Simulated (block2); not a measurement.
# COF2 (SMILES O=C(F)F): DMRG/ANO-RCC-MB, part 2 of 2

block2 0.5.4. Earlier steps stand in the parts before.

**3. The doublet anion: the energy at DMRG/ANO-RCC-MB**

File integrals.py:

```python
from pyscf import ao2mo, cc, dft, gto, mcscf, mp, scf
from pyscf.tools import fcidump

mol = gto.M(atom="mol.xyz", basis="ano-rcc-mb", charge=-1, spin=1, verbose=4, max_memory=2000)
print("basis functions         : %d" % (mol.nao))
mf = scf.ROHF(mol)
mf.conv_tol = 1e-10
mf.max_cycle = 200
mf.kernel()
if not mf.converged:
    mf = mf.newton().run(mf.mo_coeff, mf.mo_occ)
print(f"E(HF)                   : {mf.e_tot:.10f}")
# single-reference ladder for comparison
ref = scf.UHF(mol).run(mf.make_rdm1(), conv_tol=1e-10)
pt = mp.MP2(ref, frozen=4).run()
mycc = cc.CCSD(ref, frozen=4)
mycc.max_cycle = 150
mycc.kernel()
print(f"MP2 total energy        : {pt.e_tot:.10f}")
if mycc.converged:
    print("E(CCSD)                 : %.10f" % (mycc.e_tot))
    print(f"CCSD(T) total energy    : {mycc.e_tot + mycc.ccsd_t():.10f}")
# a few density functionals on the same geometry and basis
ks = dft.UKS(mol, xc="tpss").set(conv_tol=1e-9, verbose=3).run(mf.make_rdm1())
if ks.converged:
    print(f"E(TPSS)                 : {ks.e_tot:.8f}")
ks = dft.UKS(mol, xc="hse06").set(conv_tol=1e-9, verbose=3).run(mf.make_rdm1())
if ks.converged:
    print("E(HSE06)                : %.8f" % (ks.e_tot))
ks = dft.UKS(mol, xc="pbe").set(conv_tol=1e-9, verbose=3).run(mf.make_rdm1())
if ks.converged:
    print("E(PBE)                  : %.8f" % (ks.e_tot))
ks = dft.UKS(mol, xc="r2scan").set(conv_tol=1e-9, verbose=3).run(mf.make_rdm1())
if ks.converged:
    print(f"E(r2SCAN)               : {ks.e_tot:.8f}")
ks = dft.UKS(mol, xc="pbe0").set(conv_tol=1e-9, verbose=3).run(mf.make_rdm1())
if ks.converged:
    print("E(PBE0)                 : %.8f" % (ks.e_tot))
# rotate to MP2 natural orbitals
occ_no, mo = mcscf.addons.make_natural_orbitals(mp.MP2(mf.to_uhf(), frozen=4).run())
mf.mo_coeff = mo
# write the integrals of the correlated orbitals
cas = mcscf.CASCI(mf, 16, 25)
h1, ecore = cas.get_h1eff()
fcidump.from_integrals("FCIDUMP", h1, cas.get_h2eff(), 16, 25, nuc=ecore, ms=1)
# FCI check
ci = mcscf.CASCI(mf, 16, (13, 12))
ci.fix_spin_(ss=0.75)
ci.fcisolver.conv_tol = 1e-10
ci.fcisolver.max_cycle = 200
ci.kernel()
print(f"FCI energy              : {ci.e_tot:.10f}")
```

File block.conf:

```
sym c1
orbitals FCIDUMP
nelec 25
spin 1
irrep 1
occ 2 2 2 2 2 2 2 2 2 2 2 2 1 0 0 0
cbias 0.2
schedule
0 25 1E-07 1E-04
2 50 1E-07 1E-04
5 100 1E-07 1E-05
7 100 1E-08 0.0
end
maxiter 13
sweep_tol 1E-06
gaopt default
mem 2g
num_thrds 1
prefix ./tmp
outputlevel 1
onepdm
```

The run is started by

```sh
$ python integrals.py && block2main block.conf
```

The program printed:

```text
$ python integrals.py

[INPUT] verbose = 4
[INPUT] num. atoms = 4
[INPUT] num. electrons = 33
[INPUT] charge = -1
[INPUT] spin (= nelec alpha-beta = 2S) = 1
[INPUT] symmetry False subgroup None
[INPUT] Mole.unit = angstrom
[INPUT] Symbol           X                Y                Z      unit          X                Y                Z       unit  Magmom
[INPUT]  1 O     -1.243810000000  -0.157330000000   0.153910000000 AA   -2.350460250995  -0.297310611178   0.290847747832 Bohr   0.0
[INPUT]  2 C     -0.102510000000  -0.013170000000   0.012900000000 AA   -0.193715825029  -0.024887693061   0.024377467007 Bohr   0.0
[INPUT]  3 F      0.851050000000  -0.823360000000   0.422470000000 AA    1.608251418311  -1.555924901922   0.798352595845 Bohr   0.0
[INPUT]  4 F      0.495270000000   0.993860000000  -0.589280000000 AA    0.935924657713   1.878123206160  -1.113577810684 Bohr   0.0

nuclear repulsion = 120.04749366236
number of shells = 8
number of NR pGTOs = 164
number of NR cGTOs = 20
basis = ano-rcc-mb
ecp = {}
CPU time:         1.33
basis functions         : 20

******** <class 'pyscf.scf.rohf.ROHF'> ********
method = ROHF
initial guess = minao
damping factor = 0
level_shift factor = 0
DIIS = <class 'pyscf.scf.diis.CDIIS'>
diis_start_cycle = 1
diis_space = 8
diis_damp = 0
SCF conv_tol = 1e-10
SCF conv_tol_grad = None
SCF max_cycles = 200
direct_scf = True
direct_scf_tol = 1e-13
chkfile to save SCF result = tmpmjvg0y5j
max_memory 2000 MB (current use 122 MB)
num. doubly occ = 16  num. singly occ = 1
Set gradient conv threshold to 1e-05
init E= -312.463797796464
[... the frontier-level lines of each cycle are left out ...]
cycle= 1 E= -311.16329857611  delta_E=  1.3  |g|= 0.505  |ddm|= 2.41
cycle= 2 E= -311.244264799871  delta_E= -0.081  |g|= 0.197  |ddm|= 0.721
cycle= 3 E= -311.256263398596  delta_E= -0.012  |g|= 0.0233  |ddm|= 0.21
cycle= 4 E= -311.2567861643  delta_E= -0.000523  |g|= 0.00985  |ddm|= 0.0509
cycle= 5 E= -311.256877689737  delta_E= -9.15e-05  |g|= 0.00447  |ddm|= 0.0213
cycle= 6 E= -311.256902574761  delta_E= -2.49e-05  |g|= 0.0011  |ddm|= 0.0148
cycle= 7 E= -311.25690360714  delta_E= -1.03e-06  |g|= 8.81e-05  |ddm|= 0.00326
cycle= 8 E= -311.256903614914  delta_E= -7.77e-09  |g|= 8.35e-06  |ddm|= 0.000307
cycle= 9 E= -311.256903614964  delta_E= -4.99e-11  |g|= 1.64e-06  |ddm|= 1.84e-05
Extra cycle  E= -311.256903614965  delta_E= -1.14e-12  |g|= 6.44e-07  |ddm|= 2.61e-06
converged SCF energy = -311.256903614965
E(HF)                   : -311.2569036150

******** <class 'pyscf.scf.uhf.UHF'> ********
method = UHF
initial guess = minao
damping factor = 0
level_shift factor = 0
DIIS = <class 'pyscf.scf.diis.CDIIS'>
diis_start_cycle = 1
diis_space = 8
diis_damp = 0
SCF conv_tol = 1e-10
SCF conv_tol_grad = None
SCF max_cycles = 50
direct_scf = True
direct_scf_tol = 1e-13
chkfile to save SCF result = tmpuaqggg1n
max_memory 2000 MB (current use 126 MB)
number electrons alpha = 17  beta = 16
Set gradient conv threshold to 1e-05
init E= -311.256903614965
cycle= 1 E= -311.257938475905  delta_E= -0.00103  |g|= 0.0149  |ddm|= 0.0592
cycle= 2 E= -311.258175013041  delta_E= -0.000237  |g|= 0.00799  |ddm|= 0.0271
cycle= 3 E= -311.258277931441  delta_E= -0.000103  |g|= 0.00176  |ddm|= 0.0278
cycle= 4 E= -311.258283367855  delta_E= -5.44e-06  |g|= 0.000391  |ddm|= 0.00634
cycle= 5 E= -311.258283645591  delta_E= -2.78e-07  |g|= 0.000141  |ddm|= 0.00133
cycle= 6 E= -311.258283692931  delta_E= -4.73e-08  |g|= 5.84e-05  |ddm|= 0.000539
cycle= 7 E= -311.258283700668  delta_E= -7.74e-09  |g|= 2.42e-05  |ddm|= 0.00022
cycle= 8 E= -311.258283702298  delta_E= -1.63e-09  |g|= 7.6e-06  |ddm|= 0.000116
cycle= 9 E= -311.258283702435  delta_E= -1.37e-10  |g|= 8.9e-07  |ddm|= 4.06e-05
cycle= 10 E= -311.258283702437  delta_E= -1.36e-12  |g|= 3.07e-07  |ddm|= 2.84e-06
Extra cycle  E= -311.258283702437  delta_E= 5.68e-14  |g|= 1.55e-07  |ddm|= 6.43e-07
converged SCF energy = -311.258283702437  <S^2> = 0.7540224  2S+1 = 2.0040184

******** <class 'pyscf.mp.ump2.UMP2'> ********
nocc = (np.int64(13), np.int64(12)), nmo = (16, 16)
frozen orbitals 4
max_memory 2000 MB (current use 129 MB)
E(UMP2) = -311.337712995058  E_corr = -0.0794292926215887
E(SCS-UMP2) = -311.338825226967  E_corr = -0.0805415245300064
E_corr(same-spin) = -0.0170464922491155
E_corr(oppo-spin) = -0.0623828003724732

******** <class 'pyscf.cc.uccsd.UCCSD'> ********
CC2 = 0
CCSD nocc = (np.int64(13), np.int64(12)), nmo = (16, 16)
frozen orbitals 4
max_cycle = 150
direct = 0
conv_tol = 1e-07
conv_tol_normt = 1e-06
diis_space = 6
diis_start_cycle = 0
diis_start_energy_diff = 1e+09
max_memory 2000 MB (current use 130 MB)
Init t2, MP2 energy = -0.0794292926989149
Init E_corr(UCCSD) = -0.0794292926989367
cycle = 1  E_corr(UCCSD) = -0.0910560998301629  dE = -0.0116268071  norm(t1,t2) = 0.0532177
cycle = 2  E_corr(UCCSD) = -0.0955348631761442  dE = -0.00447876335  norm(t1,t2) = 0.0175832
cycle = 3  E_corr(UCCSD) = -0.0975484240771188  dE = -0.0020135609  norm(t1,t2) = 0.00801623
cycle = 4  E_corr(UCCSD) = -0.0977042173323901  dE = -0.000155793255  norm(t1,t2) = 0.00187792
cycle = 5  E_corr(UCCSD) = -0.0976599848041715  dE = 4.42325282e-05  norm(t1,t2) = 0.00083861
cycle = 6  E_corr(UCCSD) = -0.0976676364780669  dE = -7.6516739e-06  norm(t1,t2) = 0.000185961
cycle = 7  E_corr(UCCSD) = -0.0976694902001816  dE = -1.85372211e-06  norm(t1,t2) = 5.9944e-05
cycle = 8  E_corr(UCCSD) = -0.0976694266373346  dE = 6.3562847e-08  norm(t1,t2) = 1.53966e-05
cycle = 9  E_corr(UCCSD) = -0.0976693107663045  dE = 1.1587103e-07  norm(t1,t2) = 5.07865e-06
cycle = 10  E_corr(UCCSD) = -0.0976692726674003  dE = 3.80989041e-08  norm(t1,t2) = 1.35674e-06
cycle = 11  E_corr(UCCSD) = -0.0976692640718104  dE = 8.59558996e-09  norm(t1,t2) = 4.76672e-07
UCCSD converged
E(UCCSD) = -311.3559529665084  E_corr = -0.09766926407181038
MP2 total energy        : -311.3377129951
E(CCSD)                 : -311.3559529665
UCCSD(T) correction = -0.00301725060890983
CCSD(T) total energy    : -311.3589702171
radial grids:
    Treutler-Ahlrichs [JCP 102, 346 (1995); DOI:10.1063/1.469408] (M4) radial grids

becke partition: Becke, JCP 88, 2547 (1988); DOI:10.1063/1.454033
pruning grids: <function nwchem_prune at 0x7fade16a34c0>
grids dens level: 3
symmetrized grids: False
atomic radii adjust function: <function treutler_atomic_radii_adjust at 0x7fade16a39c0>
tot grids = 56728
converged SCF energy = -312.756871694204  <S^2> = 0.75106713  2S+1 = 2.0010668
E(TPSS)                 : -312.75687169
radial grids:
    Treutler-Ahlrichs [JCP 102, 346 (1995); DOI:10.1063/1.469408] (M4) radial grids

becke partition: Becke, JCP 88, 2547 (1988); DOI:10.1063/1.454033
pruning grids: <function nwchem_prune at 0x7fade16a34c0>
grids dens level: 3
symmetrized grids: False
atomic radii adjust function: <function treutler_atomic_radii_adjust at 0x7fade16a39c0>
tot grids = 56728
converged SCF energy = -312.444659030774  <S^2> = 0.75114412  2S+1 = 2.0011438
E(HSE06)                : -312.44465903
radial grids:
    Treutler-Ahlrichs [JCP 102, 346 (1995); DOI:10.1063/1.469408] (M4) radial grids

becke partition: Becke, JCP 88, 2547 (1988); DOI:10.1063/1.454033
pruning grids: <function nwchem_prune at 0x7fade16a34c0>
grids dens level: 3
symmetrized grids: False
atomic radii adjust function: <function treutler_atomic_radii_adjust at 0x7fade16a39c0>
tot grids = 56728
converged SCF energy = -312.424920769203  <S^2> = 0.75067962  2S+1 = 2.0006795
E(PBE)                  : -312.42492077
radial grids:
    Treutler-Ahlrichs [JCP 102, 346 (1995); DOI:10.1063/1.469408] (M4) radial grids

becke partition: Becke, JCP 88, 2547 (1988); DOI:10.1063/1.454033
pruning grids: <function nwchem_prune at 0x7fade16a34c0>
grids dens level: 3
symmetrized grids: False
atomic radii adjust function: <function treutler_atomic_radii_adjust at 0x7fade16a39c0>
tot grids = 56728
converged SCF energy = -312.59076460238  <S^2> = 0.7512302  2S+1 = 2.0012298
E(r2SCAN)               : -312.59076460
radial grids:
    Treutler-Ahlrichs [JCP 102, 346 (1995); DOI:10.1063/1.469408] (M4) radial grids

becke partition: Becke, JCP 88, 2547 (1988); DOI:10.1063/1.454033
pruning grids: <function nwchem_prune at 0x7fade16a34c0>
grids dens level: 3
symmetrized grids: False
atomic radii adjust function: <function treutler_atomic_radii_adjust at 0x7fade16a39c0>
tot grids = 56728
converged SCF energy = -312.415239612103  <S^2> = 0.75113743  2S+1 = 2.0011371
E(PBE0)                 : -312.41523961

******** <class 'pyscf.mp.ump2.UMP2'> ********
nocc = (np.int64(13), np.int64(12)), nmo = (16, 16)
frozen orbitals 4
max_memory 2000 MB (current use 151 MB)
E(UMP2) = -311.336526517237  E_corr = -0.0796229022718934
E(SCS-UMP2) = -311.337584356612  E_corr = -0.0806807416465319
E_corr(same-spin) = -0.0171539320150849
E_corr(oppo-spin) = -0.0624689702568085

******** <class 'pyscf.mcscf.casci.CASCI'> ********
CAS (13e+12e, 16o), ncore = 4, nvir = 0
natorb = False
canonicalization = True
sorting_mo_energy = False
max_memory 2000 MB (current use 151 MB)
******** <class 'pyscf.fci.addons.SpinPenaltyFCISolver'> ********
max. cycles = 200
conv_tol = 1e-10
davidson only = True
linear dependence = 1e-12
level shift = 0.001
max iter space = 12
max_memory 2000 MB
nroots = 1
pspace_size = 400
spin = None
Density matrix diagonal elements [1.99973627 1.99960949 1.99830324 1.99730005 1.99771559 1.99679747
 1.99723395 1.98557951 1.98547982 1.98272865 1.97956634 1.97347335
 1.01897623 0.03809647 0.03270199 0.01670156]
CASCI converged
CASCI E = -311.359642604531  E(CI) = -134.790479705858  S^2 = 0.7500000
FCI energy              : -311.3596426045

$ block2main block.conf

********************************** INPUT START **********************************
sym                                                             c1
orbitals                                                   FCIDUMP
nelec                                                           25
spin                                                             1
irrep                                                            1
occ                                2 2 2 2 2 2 2 2 2 2 2 2 1 0 0 0
cbias                                                          0.2
maxiter                                                         13
sweep_tol                                                    1E-06
gaopt                                                      default
mem                                                             2g
num_thrds                                                        1
prefix                                                       ./tmp
outputlevel                                                      1
onepdm
schedule                  Sweep   0-   1 : Mmps =    25 Noise =    0.0001 DavTol =     1e-07
                          Sweep   2-   4 : Mmps =    50 Noise =    0.0001 DavTol =     1e-07
                          Sweep   5-   6 : Mmps =   100 Noise =     1e-05 DavTol =     1e-07
                          Sweep   7-  12 : Mmps =   100 Noise =         0 DavTol =     1e-08
********************************** INPUT END   **********************************

SPIN ADAPTED - REAL DOMAIN - DOUBLE PREC
qc mpo type =  QCTypes.Conventional
 UseMainStack = 0 MinDiskUsage = 1 MinMemUsage = 0 IBuf = 0 OBuf = 0
 FPCompression: prec = 1.00e-16 chunk = 1024
 IMain = 0 B / 134 MB DMain = 0 B / 687 MB ISeco = 0 B / 57.2 MB DSeco = 0 B / 1.01 GB
 OpenMP = 1 TBB = 0 BLIS = 0 MKL = GNU 2024.0.2 SeqType = Tasked AlignType = None MKLIntLen = 4
 THREADING = 2 layers : Global | Operator BatchedGEMM
 NUMBER : Global = 1 Operator = 1 Quanta = 0 MKL = 1
 COMPLEX = 1 SINGLE-PREC = 1 KSYMM = 0
using gaopt reorder =  [ 9 12 15 10 13  7  2 14 11  8  1  0  5  3  4  6]
read integral finished 6.65894807199993
integral sym error =            0
MinMPOMemUsage =  False
MPS =  CCRRRRRRRRRRRRRR 0 2 < N=25 S=1/2 PG=0 >
GS INIT MPS BOND DIMS =       1     3    10    31    35    32    34    34    32    34    34    31    33    34    15     4     1
pre-mpo memory usage =  169 MB
build mpo start ...
build mpo finished ... Tread = 0.000 Twrite = 0.000 T = 0.062
simpl mpo start ...
simpl mpo finished ... Tread = 0.000 Twrite = 0.000 T = 0.211
GS MPO BOND DIMS =      21    28    39    54    73    96   123   154   123    96    73    54    39    28    21     1
build 1pdm mpo 7.023854244999711
build identity mpo 7.027878894999958
memory usage =  198 MB
para mpo finished 7.0296138649996465
env init finished 7.333041116000004

Sweep =    0 | Direction =  forward | Bond dimension =   25 | Noise =  1.00e-04 | Dav threshold =  1.00e-07
Time elapsed =      1.099 | E =    -311.1859655576 | DW = 1.23419e-05

Sweep =    1 | Direction = backward | Bond dimension =   25 | Noise =  1.00e-04 | Dav threshold =  1.00e-07
Time elapsed =      1.716 | E =    -311.3462022237 | DE = -1.60e-01 | DW = 4.95536e-05

Sweep =    2 | Direction =  forward | Bond dimension =   50 | Noise =  1.00e-04 | Dav threshold =  1.00e-07
Time elapsed =      2.527 | E =    -311.3578855244 | DE = -1.17e-02 | DW = 4.39888e-05

Sweep =    3 | Direction = backward | Bond dimension =   50 | Noise =  1.00e-04 | Dav threshold =  1.00e-07
Time elapsed =      4.007 | E =    -311.3588259253 | DE = -9.40e-04 | DW = 4.18044e-05

Sweep =    4 | Direction =  forward | Bond dimension =   50 | Noise =  1.00e-04 | Dav threshold =  1.00e-07
Time elapsed =      5.382 | E =    -311.3588692677 | DE = -4.33e-05 | DW = 8.04421e-05

Sweep =    5 | Direction = backward | Bond dimension =  100 | Noise =  1.00e-05 | Dav threshold =  1.00e-07
Time elapsed =      7.874 | E =    -311.3592737234 | DE = -4.04e-04 | DW = 3.68456e-06

Sweep =    6 | Direction =  forward | Bond dimension =  100 | Noise =  1.00e-05 | Dav threshold =  1.00e-07
Time elapsed =     11.310 | E =    -311.3594441413 | DE = -1.70e-04 | DW = 1.15367e-05

Sweep =    7 | Direction = backward | Bond dimension =  100 | Noise =  0.00e+00 | Dav threshold =  1.00e-08
Time elapsed =     14.566 | E =    -311.3595390554 | DE = -9.49e-05 | DW = 4.77122e-06

Sweep =    8 | Direction =  forward | Bond dimension =  100 | Noise =  0.00e+00 | Dav threshold =  1.00e-08
Time elapsed =     17.871 | E =    -311.3595390538 | DE = 1.62e-09 | DW = 1.01175e-05

Final canonical form =  LLLLLLLLLLLLLLLC 14
DMRG Energy = -311.359539053810977
npdm string = ['(C+D)0']

Build NPDM MPO | Nsites =    16 | Nmaxops =  2 | SymbolFree = T | Cutoff = 0.00e+00
 Site =     0 /    16 .. L =        4 R =        1 M =            0 Tmid = 0.000 T = 0.000
 Site =     1 /    16 .. L =        4 R =       31 M =           31 Tmid = 0.000 T = 0.000
 Site =     2 /    16 .. L =        4 R =       29 M =           29 Tmid = 0.000 T = 0.000
 Site =     3 /    16 .. L =        4 R =       27 M =           27 Tmid = 0.000 T = 0.000
 Site =     4 /    16 .. L =        4 R =       25 M =           25 Tmid = 0.000 T = 0.000
 Site =     5 /    16 .. L =        4 R =       23 M =           23 Tmid = 0.000 T = 0.000
 Site =     6 /    16 .. L =        4 R =       21 M =           21 Tmid = 0.000 T = 0.000
 Site =     7 /    16 .. L =        4 R =       19 M =           19 Tmid = 0.000 T = 0.000
 Site =     8 /    16 .. L =        4 R =       17 M =           17 Tmid = 0.000 T = 0.000
 Site =     9 /    16 .. L =        4 R =       15 M =           15 Tmid = 0.000 T = 0.000
 Site =    10 /    16 .. L =        4 R =       13 M =           13 Tmid = 0.000 T = 0.000
 Site =    11 /    16 .. L =        4 R =       11 M =           11 Tmid = 0.000 T = 0.000
 Site =    12 /    16 .. L =        4 R =        9 M =            9 Tmid = 0.000 T = 0.000
 Site =    13 /    16 .. L =        4 R =        7 M =            7 Tmid = 0.000 T = 0.000
 Site =    14 /    16 .. L =        4 R =        5 M =            5 Tmid = 0.000 T = 0.000
 Site =    15 /    16 .. L =        1 R =        4 M =            4 Tmid = 0.000 T = 0.000
Ttotal =      0.001

Expectation | Direction = backward | BRA bond dimension =  100 | KET bond dimension =  100
Time elapsed =      0.279
NPDM Sorting | Nsites =    16 | Nmaxops =  2 | DotSite = 2 | SymbolFree = T | Compressed = T | LowMem = F | Mem = 2.00 KB
Ttotal =      0.000

DMRG OCC =   2.000 2.000 1.998 1.997 1.998 1.997 1.997 1.986 1.986 1.983 1.980 1.974 1.019 0.038 0.033 0.017
```

Wall time 2.1 min (1 thread of Intel Xeon at 2.50GHz (Skylake/Cascade Lake), shared host); peak memory 0.36 GiB.

**4. Results**

This closing draws on all 2 parts.

Level: DMRG/ANO-RCC-MB, 4 core orbitals frozen.

```
                                              quantity          value
                  run 1, DMRG/ANO-RCC-MB: total energy  -311.46510 Eh
run 1, DMRG/ANO-RCC-MB: T1 diagnostic of the CCSD step          0.013
                           doublet anion: total energy  -311.35954 Eh
     vertical electron affinity (to the doublet anion)      -2.872 eV
```

What this shows: The anion lies 2.87 eV (277 kJ/mol) above the neutral: the electron isn't bound at this level, and such a value depends on the basis. Without diffuse functions anions come out too high. In a minimal basis such a difference can be off by several eV, whatever the method. The basis (run 1, DMRG/ANO-RCC-MB) was made for a relativistic Hamiltonian, but the run is non-relativistic. The basis (doublet anion) was made for a relativistic Hamiltonian, but the run is non-relativistic.
